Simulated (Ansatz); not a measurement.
## Energy profile

The step: BH₃O ([BH2][OH]) + NH₃ → BNH₄ ([BH2][NH2]) + H₂O; bonds formed: O2–H5; dative contacts that become bonds: B1–N6; bonds broken: B1–O2, H5–N6 (atoms numbered as in the saddle structure below).

```json
{"atom": "B1", "x (Å)": "-0.6380", "y (Å)": "0.1531", "z (Å)": "-0.2773"}
{"atom": "O2", "x (Å)": "0.7314", "y (Å)": "0.5203", "z (Å)": "-1.0576"}
{"atom": "H3", "x (Å)": "-1.1616", "y (Å)": "-0.7917", "z (Å)": "-0.8148"}
{"atom": "H4", "x (Å)": "-1.2940", "y (Å)": "1.1524", "z (Å)": "-0.1602"}
{"atom": "H5", "x (Å)": "1.0346", "y (Å)": "0.1078", "z (Å)": "-0.0109"}
{"atom": "N6", "x (Å)": "0.1775", "y (Å)": "-0.2327", "z (Å)": "0.9966"}
{"atom": "H7", "x (Å)": "0.9120", "y (Å)": "-0.0976", "z (Å)": "-1.7714"}
{"atom": "H8", "x (Å)": "0.1342", "y (Å)": "-1.1938", "z (Å)": "1.3016"}
{"atom": "H9", "x (Å)": "0.1038", "y (Å)": "0.3821", "z (Å)": "1.7941"}
```

Electronic energies by CCSD(T) at an estimated basis limit (MP2 extrapolated from triple and quadruple zeta, plus CCSD(T) − MP2 in triple zeta), on PBE0-D4/def2-TZVP structures; BNH$_{6}$O, singlet; no counterpoise correction. Computed with Ansatz 0.2.0 (basis: def2-TZVPP and def2-QZVPP); correlated methods freeze the cores. Extrapolation: Hartree–Fock as exp(−7.88 √X), correlation as X^−2.97.

Problem. Give the profile in eV, counted from the separated reactants. (To be estimated.)

Solution. Computed:
```json
{"point": "separated: BH$_{3}$O (linked as [BH2][OH]; B1, O2, H3, H4, H7; singlet) + NH$_{3}$ (H5, N6, H8, H9; singlet)", "eV": "0.000"}
{"point": "start structure", "eV": "-0.523"}
{"point": "saddle", "eV": "0.572"}
{"point": "end structure", "eV": "-0.210"}
{"point": "separated: BNH$_{4}$ (linked as [BH2][NH2]; B1, H3, H4, N6, H8, H9; singlet) + H$_{2}$O (O2, H5, H7; singlet)", "eV": "-0.040"}
```

The T1 diagnostic stays at or below 0.014.

For scale, one of the runs: CCSD(T)/def2-TZVPP, 177 basis functions (an equivalent command: `ansatz run in.yaml --threads 2`). Time: 13 s of wall clock on 2 CPU threads; the host was shared. Peak host memory: 1.7 GiB.
